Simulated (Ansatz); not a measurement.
Total energies of C2H2FNO, SMILES `N=C(F)C=O`.

```
atom   x (Å)   y (Å)   z (Å)
  N1  -0.877  -1.078  -0.227
  C2  -0.330   0.044  -0.238
  F3  -0.778   1.107  -0.901
  C4   0.933   0.291   0.532
  O5   1.493   1.347   0.553
  H6  -1.725  -1.106  -0.791
  H7   1.284  -0.605   1.073
```

Charge 0, multiplicity 1. The geometry is a stationary point of PBE0-D4/def2-TZVP. It is one conformer, not always the lowest. Basis def2-TZVPP, the Gaussian-basis code of Ansatz.

RPA on PBE orbitals: Hartree–Fock energy of these orbitals -305.69054 Eh, correlation -1.50015 Eh (frozen core).

| functional | energy without D4 (Eh) | D4 term (kJ/mol) |
| --- | --- | --- |
| PBE | -307.00685 | -10.6 |
| revPBE | -307.24372 | -38.8 |
| BLYP | -307.28341 | -24.4 |
| r2SCAN | -307.18062 | -2.6 |
| B97M-V | -307.26595 | – |
| PBE0 | -307.00184 | -8.8 |
| r2SCANh | -307.16052 | -2.7 |
| BHLYP | -307.17613 | -11.5 |
| CAM-B3LYP | -307.22255 | -8.7 |
| LC-ωPBE | -307.13669 | – |
| ωB97X-V | -307.23045 | – |
| ωB97M-V | -307.24560 | – |
| B2PLYP | -307.12674 | – |
| PBE-QIDH | -306.95295 | – |

Q: Give the same for LDA (SPW92), B3LYP, r2SCAN0, HSE06 (plane-wave form). (An estimate is asked.)

A: Computed: 
| functional | energy without D4 (Eh) | D4 term (kJ/mol) |
| --- | --- | --- |
| LDA (SPW92) | -305.02303 | – |
| B3LYP | -307.33371 | -17.0 |
| r2SCAN0 | -307.13174 | -3.0 |
| HSE06 (plane-wave form) | -306.98804 | -8.0 |

B3LYP takes the VWN-RPA correlation (the form of Gaussian; ORCA's B3LYP/G). HSE06 is the plane-wave form, built on full-range PBE exchange. The double hybrids freeze the cores in their second-order part.

LC-ωPBE has ω = 0.4 bohr⁻¹.
